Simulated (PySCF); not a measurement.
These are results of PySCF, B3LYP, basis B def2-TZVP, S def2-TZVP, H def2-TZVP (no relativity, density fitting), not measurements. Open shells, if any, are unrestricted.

What shape and geometry does isolated singlet HBS take (every ligand bound to B)?

Counting electrons, boron keeps none of its valence electrons outside its bonds, so the VSEPR class is AX2 and the expected shape is linear; with unlike ligands the computed point group is C∞v. The lowest minimum found is a singlet of C∞v symmetry with B–H 1.170 Å, B–S 1.600 Å; H–B–S 180.0°. Its harmonic wavenumbers are 732 (π), 1192 (σ+), 2843 (σ+) cm⁻¹ and its dipole moment is 1.38 D.

Only a few start shapes were tried, so a lower isomer may exist.
